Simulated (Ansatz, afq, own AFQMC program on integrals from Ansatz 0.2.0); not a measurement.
**Where AFQMC and coupled cluster stand for Te, triplet**

A free Te atom.

Basis def2-TZVPP with its core potentials. Only valence electrons are correlated. AFQMC by an in-house program on the Cholesky factors that Ansatz 0.2.0 writes for its CCSD(T) run. The CISD trial takes its coefficients from CCSD amplitudes. Released means that phaseless walkers are propagated on without the constraint, phases kept. Free AFQMC starts from the CCSD state and is never constrained. Its projection time is finite, and what remains of the start isn't in its error. Uncertainties: one standard error, sampling alone. No spin–orbit coupling.

Determinant: UHF, the one that the program's search chose, which needn't be the lowest solution.

No full CI on the walks' own integrals is used here; CCSDT(Q) serves as the reference and is uncertain by about the last step of the cluster series.

Cautions: no spin-orbit coupling; inner d shell frozen.

The T1 diagnostic is 0.0086. The weight of the determinant in the CISD state is 0.936 and the ⟨S²⟩ of the determinant is 2.011. The size of the correlated space is 6 electrons in 41 orbitals.

Reference: CCSDT(Q), correlation energy -2.878 eV. The released energy is read at 1.50 1/Eh (meV from the phaseless value at times in 1/Eh: -2.5 ± 1.3 at 0.24, -3.6 ± 1.0 at 0.50, -3.1 ± 0.8 at 1.00, -3.5 ± 0.9 at 1.50).

```
         level  E − E(reference) (mEh)  share of correlation (%)
            HF                  105.75                      0.00
           MP2                   21.10                     80.05
          CCSD                    3.80                     96.41
       CCSD(T)                    0.65                     99.38
         CCSDT                    0.07                     99.93
   ph-AFQMC/HF             1.68 ± 0.40                     98.41
 ph-AFQMC/CISD             0.17 ± 0.04                     99.84
released AFQMC             0.04 ± 0.03                     99.96
    free AFQMC            -0.03 ± 0.03                    100.03
```

Free projections are given only where their last times agree within the noise and don't stop above the reference; a slow remainder of the start can still hide under it. A walk keeps the symmetry of its determinant, which the program's search chose and which needn't be the lowest solution, so a lower state of the same spin and another symmetry isn't excluded. Released energies are given only where the last usable release times agree within the noise; a slower fall can still hide under it.
